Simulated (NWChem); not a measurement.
**Si2H5O (SMILES [SiH2]O[SiH3]) at 5 levels**

Wanted: a comparison of 5 runs (UHF/6-311+G**, USVWN5/6-311+G**, UPBE/6-311+G**, UPBE0/6-311+G**, UMP2/6-311+G**) of Si2H5O. 

The results are computed with NWChem 7.3.0.

### Step 1. The system as given

The species is Si2H5O (8 atoms), meant as a doublet with charge 0. As SMILES, `[SiH2]O[SiH3]`. The shape is that of a PBE0-D4/def2-TZVP optimisation. This is one conformer, not always the lowest.

Bond lengths: Si1–O2 1.637 Å, O2–Si3 1.638 Å, Si1–H4 1.490 Å, Si1–H5 1.494 Å, Si3–H6 1.482 Å, Si3–H7 1.485 Å, Si3–H8 1.486 Å. Angles: Si1–O2–Si3 146.3°, O2–Si1–H4 107.9°, O2–Si1–H5 109.9°, O2–Si3–H6 108.1°, O2–Si3–H7 109.9°, O2–Si3–H8 110.1°, H4–Si1–H5 110.4°, H6–Si3–H7 109.7°, H6–Si3–H8 109.8°, H7–Si3–H8 109.2°.

### Step 2. Energy and gradient at UHF/6-311+G(d,p) (run 1)

run.py

```python
from ase import Atoms
from ase.calculators.nwchem import NWChem

atoms = Atoms('SiOSiHHHHH', positions=[
    [-1.281200, 0.933000, -0.865900],
    [-0.352300, -0.279200, -0.276900],
    [0.765000, -0.723000, 0.835900],
    [-1.902800, 0.458100, -2.133600],
    [-0.440600, 2.142000, -1.118700],
    [1.291900, -2.054600, 0.453100],
    [0.138100, -0.799300, 2.180400],
    [1.874100, 0.266000, 0.869800],
])

calc = NWChem(
    label='run',
    theory='scf',
    memory='2200 mb',
    basis='6-311+G**',
    basispar='spherical bse',
    scf={'nopen': '1', 'uhf': None, 'thresh': '1e-08', 'maxiter': '80'},
)
atoms.calc = calc

forces = atoms.get_forces()
print("Total energy (eV):", round(atoms.get_potential_energy(), 6))
print("forces (eV/A):")
for s, f in zip(atoms.symbols, forces):
    print(f"{s:2s} {f[0]:10.5f} {f[1]:10.5f} {f[2]:10.5f}")
```

Command:

```
$ export ASE_NWCHEM_COMMAND="nwchem PREFIX.nwi > PREFIX.nwo"
$ python run.py
```

What it wrote:

```text
Total energy (eV): -17842.779374
forces (eV/A):
Si    0.03888   -0.08053   -0.42670
O     0.09744    0.28071    0.27192
Si    0.06356   -0.26837   -0.04659
H     0.05456    0.13663    0.21685
H    -0.14758   -0.17118    0.05307
H    -0.04170    0.18332    0.08891
H     0.08644    0.02993   -0.16121
H    -0.15159   -0.11056    0.00375
```

The calculator wrote run.nwi:

```
title "run"

permanent_dir run

scratch_dir run

start run

geometry units angstrom nocenter noautosym noautoz
  Si -1.2811999999999999e+00 9.3300000000000005e-01 -8.6590000000000000e-01
  O  -3.5230000000000000e-01 -2.7920000000000000e-01 -2.7689999999999998e-01
  Si 7.6500000000000001e-01 -7.2299999999999998e-01 8.3589999999999998e-01
  H  -1.9028000000000000e+00 4.5810000000000001e-01 -2.1335999999999999e+00
  H  -4.4059999999999999e-01 2.1419999999999999e+00 -1.1187000000000000e+00
  H  1.2919000000000000e+00 -2.0546000000000002e+00 4.5310000000000000e-01
  H  1.3810000000000000e-01 -7.9930000000000001e-01 2.1804000000000001e+00
  H  1.8741000000000001e+00 2.6600000000000001e-01 8.6980000000000002e-01
end

memory 2200 mb

basis spherical bse noprint
   * library 6-311+G**
end

scf
  nopen 1
  uhf
  thresh 1e-08
  maxiter 80
end

task scf gradient
```

run.nwo:

```text
Northwest Computational Chemistry Package (NWChem) 7.3.0
             --------------------------------------------------------

           Job information
           ---------------

    nwchem branch   = 7.3.0
    use scalapack   = T
    input           = run.nwi
    prefix          = run.
    data base       = run/run.db
    status          = startup
    nproc           =        1

           Memory information
           ------------------

    heap     =     72089600 doubles =      550.0 Mbytes
    stack    =     72089597 doubles =      550.0 Mbytes
    global   =    144179200 doubles =     1100.0 Mbytes (distinct from heap & stack)
    total    =    288358397 doubles =     2200.0 Mbytes
    verify   = yes
    hardfail = no

[... 37 lines left out ...]
            Nuclear Dipole moment (a.u.)
[... 86 lines left out ...]
 1-e energy   =   -1204.415827
[... 7 lines left out ...]
         Quadratically convergent UHF
[... 15 lines left out ...]
       Final UHF  results
[... 3 lines left out ...]
      One electron energy =  -1206.720043337035
[... 1 line left out ...]
 Nuclear repulsion energy =    149.818929568837
[... 43 lines left out ...]
          Final beta eigenvalues
[... 311 lines left out ...]
                     UHF Final Beta Molecular Orbital Analysis
[... 342 lines left out ...]
                         UHF ENERGY GRADIENTS

    atom               coordinates                        gradient
                 x          y          z           x          y          z
   1 Si     -2.421117   1.763114  -1.636314   -0.000756   0.001566   0.008298
   2 O      -0.665750  -0.527611  -0.523265   -0.001895  -0.005459  -0.005288
   3 Si      1.445640  -1.366272   1.579622   -0.001236   0.005219   0.000906
[... 4 lines of this table left out ...]
   8 H       3.541535   0.502667   1.643684    0.002948   0.002150  -0.000073

                 ----------------------------------------
                 |  Time  |  1-e(secs)   |  2-e(secs)   |
                 ----------------------------------------
                 |  CPU   |       0.01   |       2.88   |
                 ----------------------------------------
                 |  WALL  |       0.01   |       2.88   |
                 ----------------------------------------

 Task  times  cpu:       25.7s     wall:       25.7s
 Total times  cpu:       25.8s     wall:       25.8s
```

It took 27 s on 1 thread of Intel Xeon 6975P-C (Granite Rapids), shared host; peak memory 0.1 GiB.

### Step 3. Energy and gradient at USVWN5/6-311+G(d,p) (run 2)

test.nw

```
start test
title "H5OSi2 gradient"
memory total 2200 mb
geometry noautosym nocenter noautoz
  Si    -1.281200     0.933000    -0.865900
  O     -0.352300    -0.279200    -0.276900
  Si     0.765000    -0.723000     0.835900
  H     -1.902800     0.458100    -2.133600
  H     -0.440600     2.142000    -1.118700
  H      1.291900    -2.054600     0.453100
  H      0.138100    -0.799300     2.180400
  H      1.874100     0.266000     0.869800
end
basis spherical bse
  * library 6-311+G**
end
dft
  xc slater vwn_5
  mult 2
  grid fine
  convergence energy 1e-08
  maxiter 100
  mulliken
  print low
end
task dft gradient
```

Command:

```
$ nwchem test.nw > test.out
```

What it wrote:

```text
[...]
 d= 0,ls=0.0,diis     1   -654.2702328793 -8.04D+02  5.91D-03  1.10D+00     1.8
[...]
 d= 0,ls=0.0,diis    11   -654.3707378207 -2.09D-09  2.95D-07  5.13D-10    15.3
[...]
         Total DFT energy =     -654.370737820726
      One electron energy =    -1207.002916440630
           Coulomb energy =      452.136129667969
    Exchange-Corr. energy =      -49.322880616903
 Nuclear repulsion energy =      149.818929568838
[...]
      Total Density - Mulliken Population Analysis
     ---------------------------------------------
    Atom       Charge   Shell Charges
 -----------   ------   -------------------------------------------------------
    1 Si  14    13.66   0.78  1.19  0.93  1.05  0.87  0.60  1.98  3.87  0.68  1.16  0.31  0.03  0.02  0.18
    2 O    8     8.50   1.07  0.92  1.00  0.97  2.06  0.84  1.74 -0.17  0.05  0.00
    3 Si  14    13.51   0.78  1.19  0.93  1.05  0.85  0.49  1.98  3.87  0.73  1.21  0.19  0.02  0.02  0.21
    4 H    1     1.06   0.23  0.55  0.26  0.01
    5 H    1     1.07   0.23  0.55  0.28  0.01
    6 H    1     1.06   0.24  0.55  0.26  0.01
    7 H    1     1.07   0.24  0.55  0.27  0.01
    8 H    1     1.07   0.24  0.55  0.27  0.01
[...]
      <S2> =      0.7508 (Exact =     0.7500)
                         DFT ENERGY GRADIENTS
    atom               coordinates                        gradient
                 x          y          z           x          y          z
   1 Si     -2.421117   1.763114  -1.636314    0.007678  -0.004106  -0.000312
   2 O      -0.665750  -0.527611  -0.523265    0.000799   0.001923   0.002330
   3 Si      1.445640  -1.366272   1.579622   -0.004454   0.003664  -0.003570
   4 H      -3.595771   0.865683  -4.031919    0.001836   0.001893   0.003751
   5 H      -0.832613   4.047793  -2.114036   -0.003375  -0.003803   0.000499
   6 H       2.441337  -3.882631   0.856235   -0.001441   0.003883   0.001278
   7 H       0.260971  -1.510458   4.120359    0.002276  -0.000016  -0.004030
   8 H       3.541535   0.502667   1.643684   -0.003319  -0.003438   0.000055
 Task  times  cpu:       19.0s     wall:       19.0s
 Total times  cpu:       19.0s     wall:       19.0s
```

Run time: 20 s. Hardware: 1 thread of Intel Xeon 6975P-C (Granite Rapids), shared host; peak memory 0.12 GiB.

Runs 3 to 4 aren't shown in full; the table further down has their settings and results.

### Step 4. Energy and gradient at UMP2/6-311+G(d,p) (run 5)

nw.xyz

```xyz
8
H5OSi2
Si    -1.281200     0.933000    -0.865900
O     -0.352300    -0.279200    -0.276900
Si     0.765000    -0.723000     0.835900
H     -1.902800     0.458100    -2.133600
H     -0.440600     2.142000    -1.118700
H      1.291900    -2.054600     0.453100
H      0.138100    -0.799300     2.180400
H      1.874100     0.266000     0.869800
```

nw.nw

```
start nw
title "H5OSi2"
memory 2200 mb
charge 0
geometry units angstroms noautosym nocenter noautoz
  load format xyz nw.xyz
end
basis spherical bse
  * library 6-311+G**
end
scf
  doublet
  uhf
  thresh 1e-08
  maxiter 80
  print medium
end
mp2
  freeze core 11
  tight
end
task mp2 gradient
```

Command:

```
$ nwchem nw.nw > nw.out
```

What it wrote:

```text
[...]
  functions       =   112
[...]
  wavefunction    = UHF
[...]
         Total SCF energy =   -655.710053048441
      One electron energy =  -1206.720043336860
      Two electron energy =    401.191060719582
 Nuclear repulsion energy =    149.818929568838
                       Sz =      0.5000
                 Sz(Sz+1) =      0.7500
                      S^2 =      0.7529
[...]
          Total MP2 energy          -656.096939562703
[...]
                         mp2 ENERGY GRADIENTS
    atom               coordinates                        gradient
                 x          y          z           x          y          z
   1 Si     -2.421117   1.763114  -1.636314    0.006222  -0.008909   0.011067
   2 O      -0.665750  -0.527611  -0.523265    0.000414   0.002755   0.001008
   3 Si      1.445640  -1.366272   1.579622   -0.010098   0.006935  -0.008875
   4 H      -3.595771   0.865683  -4.031919   -0.001290  -0.002199  -0.003991
   5 H      -0.832613   4.047793  -2.114036    0.002602   0.003235  -0.000910
   6 H       2.441337  -3.882631   0.856235    0.001019  -0.003621  -0.001493
   7 H       0.260971  -1.510458   4.120359   -0.001752  -0.000483   0.003272
   8 H       3.541535   0.502667   1.643684    0.002884   0.002286  -0.000078
[...]
```

Run time: 56 s. Hardware: 1 thread of Intel Xeon 6975P-C (Granite Rapids), shared host; peak memory 0.39 GiB.

### Step 5. Overview of the runs

| run | level | iteration cap | module | energy (Eh) | dipole moment (D) | HOMO energy (eV) | LUMO energy (eV) | wall time |
| --- | --- | --- | --- | --- | --- | --- | --- | --- |
| 1 | UHF/6-311+G** | 80 | scf | -655.710053 | 0.65 | -8.98 | 0.94 | 27 s |
| 2 | USVWN5/6-311+G** | 100 | dft | -654.370738 | – | – | – | 20 s |
| 3 | UPBE/6-311+G** | 100 | dft | -656.868107 | 0.50 | -4.91 | -3.22 | 32 s |
| 4 | UPBE0/6-311+G** | 100 | dft | -656.929064 | 0.53 | – | – | 30 s |
| 5 | UMP2/6-311+G** | 80 | mp2 | -656.096940 | 0.56 | -8.98 | 0.94 | 56 s |

### Step 6. Outcome

| quantity | value |
| --- | --- |
| run 5: total energy | -656.09694 Eh |
| run 5: dipole moment (of the density that the program reports) | 0.56 D |
| run 5: HOMO energy (Hartree–Fock orbitals) (highest over α and β) | -8.98 eV |
| run 5: LUMO energy (Hartree–Fock orbitals) (lowest over α and β) | 0.94 eV |
| run 5: correlation energy (11 core orbitals frozen) | -386.9 mEh |
| run 5: ⟨S²⟩ of the reference determinant | 0.753 |
| run 5: largest force on an atom | 0.798 eV/Å |

Over runs 1, 3, 4, 5 the dipole moment (its size) runs from 0.50 D (UPBE/6-311+G**) to 0.65 D (UHF/6-311+G**). Totals of different functionals can't be ranked against each other. All runs together took 2.8 min, the longest 56 s.
